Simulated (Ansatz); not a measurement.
in.yaml

```yaml
crystal:
  periodic: [false, false, false]
  atoms:
    - {symbol: C, position_ang: [0.085895, -0.062150, 2.459116]}
    - {symbol: C, position_ang: [-0.078979, 0.303511, 1.289560]}
    - {symbol: Ga, position_ang: [-0.002359, -0.057967, -0.622774]}
    - {symbol: H, position_ang: [0.080750, 1.133710, -1.589920]}
basis:
  gaussian: {orbitals: def2-SVP}
magnetization: {spin_polarized: true, initial_magnetization: 2}
correlation: {method: bccd, electrons: outside_noble_gas}
scf: {omitted_lower_state_checks: [cluster_reference]}
```

```sh
$ ansatz run in.yaml --threads 1 --pin off --events-out ev --progress --plain --max-ram 2393MiB
```

The program prints:

```
these checks for a lower state are left out or cut short: cluster_reference
665 factors; integrals over basis functions are off by at most 9.9e-4 eV
mean field evaluation 1: about -54394.1704 eV, gradient 1.5e1 eV
mean field evaluation 2: about -54394.2242 eV, gradient 1.5e1 eV
mean field evaluation 4: about -54396.9210 eV, gradient 3.5e0 eV
mean field evaluation 8: about -54397.3743 eV, gradient 1.0e0 eV
mean field evaluation 16: about -54397.7079 eV, gradient 4.3e-3 eV
mean field evaluation 32: about -54397.2600 eV, gradient 5.1e-2 eV
mean field evaluation 64: about -54397.2472 eV, gradient 7.8e-1 eV
mean field evaluation 96: about -54397.2169 eV, gradient 3.5e-3 eV
mean field -54397.70789873 eV, -1999.0788931874 hartree, gradient 2.1e-6 eV, S^2 2.495341; 7 other end points of the search recorded, 0 dependent functions left out
16 core orbitals not correlated: weight in the atoms' cores, before any rotation towards them, 0.997 or more for the frozen orbitals, at most 0.004 for the correlated occupied ones
reference -54397.70789873 eV, -1999.0788931874 hartree; 7, 5 occupied and 42, 44 virtual orbitals, 665 factors
second order -6.16703225 eV of doubles, -0.00000000 eV of singles
cycle   1  -6.72288115 eV  change   -5.6e-1 eV  update   1.1e-1
cycle   2  -7.22953296 eV  change   -5.1e-1 eV  update   6.4e-2
...
cycle  15  -7.44858302 eV  change    5.8e-4 eV  update   1.2e-4
cycle  16  -7.44862963 eV  change   -4.7e-5 eV  update   8.5e-5
cycle  17  -7.44872240 eV  change   -9.3e-5 eV  update   7.0e-5
cycle  18  -7.44863228 eV  change    9.0e-5 eV  update   5.5e-5
cycle  19  -7.44868606 eV  change   -5.4e-5 eV  update   4.2e-5
cycle  20  -7.44868376 eV  change    2.3e-6 eV  update   2.9e-5
cycle  21  -7.44868340 eV  change    3.5e-7 eV  update   1.9e-5
cycle  22  -7.44868743 eV  change   -4.0e-6 eV  update   1.1e-5
cycle  23  -7.44868646 eV  change    9.7e-7 eV  update   6.3e-6
cycle  24  -7.44868540 eV  change    1.1e-6 eV  update   2.7e-6
Total energy: -54405.15658412 eV, -1999.3526273269 hartree
Checks for a lower state left out: cluster_reference
```

Ran on 1 thread of Intel Xeon 6975P-C, shared host: 5 s wall, 0.24 GiB peak host memory.
